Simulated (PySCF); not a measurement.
SiH₂, SMILES [SiH2] (connectivity only; charge and spin as stated), neutral, multiplicity 1. Atoms are numbered in the order given.

```xyz
3

Si     0.0000     0.0000     0.1354
H      0.0000    -1.0928    -0.9477
H      0.0000     1.0928    -0.9477
```
Charge 0, spin multiplicity 1.

Geometry: PBE-D3(BJ)/def2-TZVPD. The isomer is the one that the SMILES or the coordinates give; other isomers of the formula were not compared.

Lowest vertical singlet excitation by several levels in PySCF, with rough processor times relative to the cheapest run on one machine. Each run also gave further roots (ADC and EOM-CCSD ionised and attached states too); roots are paired by order and the bases differ. EOM-CCSD serves as a yardstick, not as the true value; all levels that ended soundly for this molecule are listed, with differences from unrounded values.

```json
[
 {"level": "ADC(2)/aug-cc-pVDZ", "relative cost": "1"},
 {"level": "TDDFT-PBE/def2-TZVPD", "relative cost": "2"},
 {"level": "EOM-CCSD/aug-cc-pVDZ", "relative cost": "3"},
 {"level": "TDDFT-B3LYP/def2-TZVPD", "relative cost": "4"},
 {"level": "TDDFT-M06-2X/def2-TZVPD", "relative cost": "20"}
]
```

Q: Give S1 at each level and its distance from EOM-CCSD. (Estimate from the structure and the level; the computed values follow.)

A: 
| level | S1 (eV) | S1 minus EOM-CCSD (eV) |
|---|---|---|
| ADC(2)/aug-cc-pVDZ | 2.49 | 0.01 |
| TDDFT-PBE/def2-TZVPD | 2.32 | -0.16 |
| EOM-CCSD/aug-cc-pVDZ | 2.49 | 0.00 |
| TDDFT-B3LYP/def2-TZVPD | 2.39 | -0.09 |
| TDDFT-M06-2X/def2-TZVPD | 2.15 | -0.33 |

Q: Which is the cheapest level here that lands within 0.5 eV of EOM-CCSD?

A: ADC(2)/aug-cc-pVDZ, at about 40 % of the cost of EOM-CCSD.
